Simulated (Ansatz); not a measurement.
Relaxation of CH$_{4}$AlF (7 atoms, charge 0, multiplicity 1), to a largest force component of 0.03 eV/Å in at most 50 steps.

Method: UKS r2SCAN-D4/def2-SVP (Ansatz 0.2.0).

```xyz
7
Properties=species:S:1:pos:R:3
Al 0.924 -0.567 -0.480
F -1.637 -2.191 -1.018
H -0.869 -2.561 -1.349
C 0.464 1.071 0.549
H 0.736 0.978 1.619
H 0.998 1.962 0.165
H -0.616 1.309 0.514
```

Question: Where does it end, and by what steps?

Answer: The run converged. The force dipped under the threshold on the way, but the program's further checks kept it going. After 15 steps the energy has fallen by 0.129 eV; F2 moved furthest, 1.02 Å.

```json
{"step": "0", "energy less start (eV)": "0.0000", "largest force component (eV/Å)": "0.883", "accepted": "yes"}
{"step": "1", "energy less start (eV)": "-0.0384", "largest force component (eV/Å)": "0.158", "accepted": "yes"}
{"step": "2", "energy less start (eV)": "-0.0624", "largest force component (eV/Å)": "0.307", "accepted": "yes"}
{"step": "3", "energy less start (eV)": "-0.0909", "largest force component (eV/Å)": "0.131", "accepted": "yes"}
{"step": "4", "energy less start (eV)": "-0.0996", "largest force component (eV/Å)": "0.557", "accepted": "yes"}
{"step": "5", "energy less start (eV)": "-0.1050", "largest force component (eV/Å)": "0.230", "accepted": "yes"}
{"step": "6", "energy less start (eV)": "-0.1146", "largest force component (eV/Å)": "0.086", "accepted": "yes"}
{"step": "7", "energy less start (eV)": "-0.1181", "largest force component (eV/Å)": "0.130", "accepted": "yes"}
{"step": "8", "energy less start (eV)": "-0.1222", "largest force component (eV/Å)": "0.035", "accepted": "yes"}
{"step": "9", "energy less start (eV)": "-0.1129", "largest force component (eV/Å)": "0.501", "accepted": "no"}
{"step": "10", "energy less start (eV)": "-0.1248", "largest force component (eV/Å)": "0.037", "accepted": "yes"}
{"step": "11", "energy less start (eV)": "-0.1259", "largest force component (eV/Å)": "0.175", "accepted": "yes"}
{"step": "12", "energy less start (eV)": "-0.1275", "largest force component (eV/Å)": "0.072", "accepted": "yes"}
{"step": "13", "energy less start (eV)": "-0.1286", "largest force component (eV/Å)": "0.011", "accepted": "yes"}
{"step": "14", "energy less start (eV)": "-0.1290", "largest force component (eV/Å)": "0.076", "accepted": "yes"}
{"step": "15", "energy less start (eV)": "-0.1292", "largest force component (eV/Å)": "0.026", "accepted": "yes"}
```

```xyz
7
Properties=species:S:1:pos:R:3
Al 0.883 -0.478 -0.953
F -1.055 -1.641 -0.391
H -0.859 -2.324 -1.003
C 0.354 0.904 0.375
H 0.268 0.464 1.389
H 1.054 1.755 0.449
H -0.644 1.321 0.135
```

Time of the run: 35 s on 2 threads of Arm Neoverse V2, with other jobs on the host, peak memory 0.18 GiB.
